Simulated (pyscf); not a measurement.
Thermochemistry of product channels of H₂N–InH₂ (SMILES [NH2][InH2]) + CH₃• (SMILES [CH3]) on the doublet surface, in eV, from ωB97M-D3(BJ)/def2-TZVP energies (ideal gas, 1 atm, RRHO with modes under 100 cm⁻¹ raised to 100, one conformer, R ln 2 for chiral ones without a mode under 150 cm⁻¹). PySCF, gas phase, ωB97X-D3(BJ)/def2-SVP geometries.

| products | ΔE | ΔH(298 K) | ΔG(900 K) | ΔG(1200 K) |
|---|---|---|---|---|
| [H₂N–InH]• (SMILES [NH2][InH]) + CH₄ (SMILES C) | -1.57 | -1.38 | -1.36 | -1.32 |
| •HN–InH₂ (SMILES [NH][InH2]) + CH₄ (SMILES C) | +0.22 | +0.25 | +0.29 | +0.31 |
| [H₃C–In–NH₂]• (SMILES [CH3][In][NH2]) + H₂ (SMILES [H][H]) | -1.07 | -0.97 | -0.95 | -0.96 |
| NH (SMILES [NH]) [triplet] + H₃C–InH₂ (SMILES [CH3][InH2]) + H• (SMILES [H]) | +4.83 | +4.56 | +3.40 | +2.98 |
| H₃C–InH–NH• (SMILES [CH3][InH][NH]) + H₂ (SMILES [H][H]) | +0.73 | +0.66 | +0.71 | +0.70 |

These are energies of the channels, which say nothing of barriers. Elements past Kr carry the def2 core potentials, without spin-orbit coupling.
